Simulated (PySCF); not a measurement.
Compound: C4H7ClO.
Structure used (PBE0-D3(BJ)/def2-SVP), in Å, numbered top down from 1:
```
atom  x, y, z in Å
Cl1    1.9628    1.0600    3.2458
C2     1.6576    1.0551    1.4760
C3     0.2104    1.4199    1.1288
C4    -0.3817    0.0691    0.7415
O5     0.6803   -0.5927    0.1015
C6     1.8135   -0.3686    0.8934
H7     2.3786    1.7662    1.0557
H8    -0.3028    1.9204    1.9599
H9     0.2039    2.0941    0.2590
H10   -1.2283    0.1310    0.0441
H11   -0.7098   -0.4855    1.6442
H12    1.8696   -1.0897    1.7309
H13    2.7117   -0.4847    0.2701
```

Computed with PySCF at PBE0/pcSseg-1 and B3LYP/def2-SVPD, non-relativistic, on one gas-phase PBE0-D3(BJ)/def2-SVP geometry that isn't relaxed in the solvent. The solvent is an IEF-PCM continuum (van der Waals radii × 1.2). The model holds no explicit solvent molecules, cavitation or dispersion.

Gas phase at PBE0/pcSseg-1: HOMO -7.74 eV, LUMO 0.61 eV, dipole 1.34 D.

Problem. What does the continuum do to the energy, the frontier levels and the dipole at PBE0/pcSseg-1 in methanol and water?

Solution. 
```tsv
solvent	ε	E(solvent) − E(gas) (kcal/mol)	polarisation term (kcal/mol)	distortion of the solute (kcal/mol)	HOMO (eV)	LUMO (eV)	dipole (D)
methanol	32.61	-4.38	-4.93	0.55	-7.67	0.71	1.74
water	78.36	-4.51	-5.09	0.58	-7.67	0.71	1.75
```

Polarisation term: ½ Σ q·V over the induced surface charges. Distortion: the rise of the solute's own energy as its density leaves the gas-phase optimum. From methanol to water the lowering changes by a factor 1.03, Onsager's factor (ε − 1)/(2ε + 1) by 1.03 and ε itself by 2.4.

Problem. Which radius a makes the point-dipole formula ΔE = −[(ε − 1)/(2ε + 1)]·μ²/a³ give the value in water, with the gas-phase dipole?

Solution. μ = 0.528 au and |ΔE| = 0.00719 Eh give a = 1.41 Å; the farthest nucleus lies 2.47 Å from the centroid of the nuclei, so such a sphere wouldn't even hold the nuclei. The formula assumes a rigid point dipole at the centre of a sphere.

Problem. Give the dipole vector in the frame of the coordinates (D, pointing from negative to positive charge), gas and water.

Solution. Gas (-0.54, 0.88, -0.86), solvent (-0.64, 1.16, -1.15). Its length changes by +31 % and its direction by 2°.

Gas phase at B3LYP/def2-SVPD: HOMO -7.59 eV, LUMO 0.08 eV, dipole 1.32 D.

Problem. What does the continuum do to the energy, the frontier levels and the dipole at B3LYP/def2-SVPD in methanol and water?

Solution. 
```
 solvent      ε  E(solvent) − E(gas) (kcal/mol)  polarisation term (kcal/mol)  distortion of the solute (kcal/mol)  HOMO (eV)  LUMO (eV)  dipole (D)
methanol  32.61                           -4.44                         -5.11                                 0.67      -7.50       0.16        1.75
   water  78.36                           -4.57                         -5.29                                 0.72      -7.50       0.16        1.77
```

Problem. How does the static polarisability (B3LYP/def2-SVPD, frozen core, with the continuum's full static response) change?

Solution. 
| medium | isotropic (au) | principal values (au) | ⟨r²⟩ of the electrons (bohr²) |
| --- | --- | --- | --- |
| gas | 64.5 | 57.7, 62.7, 73.1 | 709.5 |
| methanol | 86.6 | 79.6, 84.3, 96.0 | 709.9 |
| water | 87.5 | 80.5, 85.2, 96.8 | 710.0 |

The isotropic value in water is 1.36 times the gas-phase one; no cavity-field correction is applied. ⟨r²⟩ is taken about the centre of nuclear charge.

The run took 13 s on Arm Neoverse V2, one thread, no GPU, on a shared host. This is the whole shielding run at PBE0/pcSseg-1 in water, SCF included.
